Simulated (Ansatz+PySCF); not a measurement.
The numbers below are computed, except where a source is named.
This PySCF input gave a total energy of -236.44130 hartree.

```python
from pyscf import gto, scf

mol = gto.M(atom="""
C 0.000000 0.000000 -0.638360
F 0.000000 1.105690 0.212790
F 0.000000 -1.105690 0.212790
""", basis='def2-svp', charge=0, spin=0)
mf = scf.RHF(mol)
mf.init_guess = 'minao'
mf.kernel()
while True:  # follow internal instabilities
    mo, _, stable, _ = mf.stability(return_status=True)
    if stable: break
    mf.kernel(mf.make_rdm1(mo, mf.mo_occ))
print(mf.converged, mf.e_tot, mf.spin_square()[0])
```

Problem. Write an input for Ansatz with the same method and basis set.

Solution.

```yaml
crystal:
  periodic: [false, false, false]
  atoms:
    - { symbol: C, position_ang: [0.0, 0.0, -0.63836] }
    - { symbol: F, position_ang: [0.0, 1.10569, 0.21279] }
    - { symbol: F, position_ang: [0.0, -1.10569, 0.21279] }
basis:
  gaussian: { orbitals: def2-SVP }
hamiltonian:
  xc: hf
```

Ansatz (development build ahead of 0.2.0) gave -236.44130 hartree, 0.03 meV from the first.
